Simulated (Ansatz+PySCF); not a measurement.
Two shapes of singlet C2H4 in separate pieces.

Shape 1:

```xyz
6

C     0.0000    0.0000   -0.6653
C     0.0000    0.0000    3.3266
H     0.0000   -0.9311   -1.2403
H     0.0000    0.9311   -1.2403
H     0.0000   -0.9311    3.9016
H     0.0000    0.9311    3.9016
```

Shape 2:

```xyz
6

C     0.0000    0.0000   -0.6653
C     0.0000    0.0000    1.9959
H     0.0000   -0.9311   -1.2403
H     0.0000    0.9311   -1.2403
H     0.0000   -0.9311    2.5709
H     0.0000    0.9311    2.5709
```

Basis set: STO-3G (spherical functions). Left uncorrelated: 2 orbitals. Charge 0, multiplicity 1.

Computed with Ansatz (development build ahead of 0.2.0); each method stands on the lowest determinant of its kind that the runs found.

(1) Which shape is lower in energy, and by how much in each method?

Results:

(1)

| method | E(2) − E(1) (eV) |
| --- | --- |
| RHF | 0.851 |
| UHF | -0.183 |
| UHF-MP2 | -0.228 |
| UHF-CCSD(T) | -0.361 |
| full CI (lowest root of this spin) | -0.475 |

The methods disagree on the order. Caution for RHF: an unrestricted determinant lies well below. Caution for UHF, UHF-MP2, UHF-CCSD(T): the unrestricted determinant is a mixture of spin states; the determinant breaks the point group. Caution for UHF-MP2, UHF-CCSD(T): bonds are stretched, where a single reference can fail.
